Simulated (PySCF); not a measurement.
Ranking problems on computed properties.

Species are written as SMILES; each is one conformer at its optimised geometry, gas phase, non-relativistic unless stated. Electronic properties by PySCF.

The conformers computed, where there is a choice (atom-mapped SMILES and torsion angles):
- `[CH3:1][O:2][C:3]1([CH2:4][C:5]#[N:6])[CH:7]=[CH:8]1`: C1–O2–C3–C4 93°, O2–C3–C4–C5 -82°
- `[CH3:1][CH:2]([CH3:3])[C:4](=[O:5])[Cl:6]`: C1–C2–C4–O5 107°
- `[CH2:1]=[CH:2][C:3]([NH2:4])=[O:5]`: C1–C2–C3–N4 180°, H–N4–C3–C2 -1°, H–N4–C3–C2 180°
- `[CH3:1][S:2][c:3]1[cH:4][cH:5][s:6][cH:7]1`: C1–S2–C3–C4 -179°
- `[CH3:1][O:2][c:3]1[cH:4][cH:5][n:6][cH:7][cH:8]1`: C1–O2–C3–C4 180°
- `[CH3:1][S:2][c:3]1[cH:4][cH:5][cH:6][s:7]1`: C1–S2–C3–C4 180°
- `[CH2:1]=[CH:2][C@H:3]([Cl:4])[CH2:5][OH:6]`: C1–C2–C3–Cl4 -109°, C2–C3–C5–O6 57°, H–O6–C5–C3 54°
- `[CH3:1][O:2]/[C:3]([CH3:4])=[CH:5]\[Cl:6]`: C1–O2–C3–C4 178°

(1) Rank by lowest triplet excitation (Tamm–Dancoff), lowest first (TDA CAM-B3LYP/def2-SVPD at GFN2-xTB geometries).
A. `CC(C)C(=O)Cl`
B. `C=CC(N)=O`
C. `COC1(CC#N)C=C1`
D. `c1cc(C)cc[n+]1[O-]`

(2) By how much do the two ends of that ranking differ?

(3) Rank by static isotropic polarisability, highest first (CAM-B3LYP/def2-SVPD at GFN2-xTB geometries).
A. `CC(C(=O)Cl)C`
B. `c1c(cc[n+](c1)[O-])C`
C. `COC1(CC#N)C=C1`
D. `CSc1ccsc1`
E. `O=C1C=CC=C1`

(4) Rank by electronic spatial extent ⟨r²⟩ about the centre of nuclear charge, lowest first (CAM-B3LYP/def2-SVPD at GFN2-xTB geometries).
A. `CC(C)C(=O)Cl`
B. `Cc1cccc[n+]1[O-]`
C. `C1=CC(=O)C=C1`
D. `COC1=CC=NC=C1`
E. `CSC1=CSC=C1`

(5) Give the two extremes of that set in Å².

(6) Rank by HOMO–LUMO gap, highest first (CAM-B3LYP/def2-SVPD at GFN2-xTB geometries).
A. `C1=CC1(OC)CC#N`
B. `CSc1cccs1`
C. `COc1ccncc1`
D. `C1(=O)C=CC=C1`
E. `C=CC(N)=O`
F. `Cc1cc[n+]([O-])cc1`
G. `Cc1cccc[n+]1[O-]`
H. `c1scc(SC)c1`

(7) By how much do the two ends of that ranking differ?

(8) Rank by dipole moment, lowest first (CAM-B3LYP/def2-SVPD at GFN2-xTB geometries).
A. `CC(C)C(=O)Cl`
B. `C(=C)C(N)=O`
C. `CSc1ccsc1`
D. `O=C1C=CC=C1`
E. `Cc1cccc[n+]1[O-]`
F. `Cc1cc[n+]([O-])cc1`
G. `COC1=CC=NC=C1`

(9) Rank by smallest rotational constant, highest first (GFN2-xTB).
A. `C([C@H](C=C)Cl)O`
B. `p1c(F)ccpc1F`
C. `O=C1C=CC=C1`
D. `CSc1ccsc1`
E. `CSc1cccs1`
F. `C(C=C)(N)=O`
G. `CO/C(C)=C\Cl`

(10) By how much do the two ends of that ranking differ?

Answers

(1) D (2.67 eV), B (3.97 eV), C (4.52 eV), A (4.64 eV).

(2) By 1.97 eV, between `CC(C)C(=O)Cl` and `Cc1cc[n+]([O-])cc1`.

(3) D (96.3 au), B (84.8 au), C (72.6 au), A (65.6 au), E (56.2 au).

(4) C (456 bohr²), A (772 bohr²), B (843 bohr²), D (949 bohr²), E (1190 bohr²).

(5) `O=C1C=CC=C1`: 128 Å²; `CSc1ccsc1`: 333 Å².

(6) A (9.72 eV), C (9.14 eV), E (8.99 eV), H (7.85 eV), B (7.66 eV), G (7.42 eV), F (7.27 eV), D (6.67 eV).

(7) By 3.05 eV, between `COC1(CC#N)C=C1` and `O=C1C=CC=C1`.

(8) C (0.98 D), A (3.04 D), G (3.21 D), D (3.47 D), B (3.75 D), E (3.99 D), F (5.08 D).

(9) F (3.060 GHz), C (2.689 GHz), A (1.602 GHz), G (1.433 GHz), E (1.059 GHz), D (0.930 GHz), B (0.836 GHz).

(10) By 2.224 GHz, between `C=CC(N)=O` and `Fc1ccpc(F)p1`.
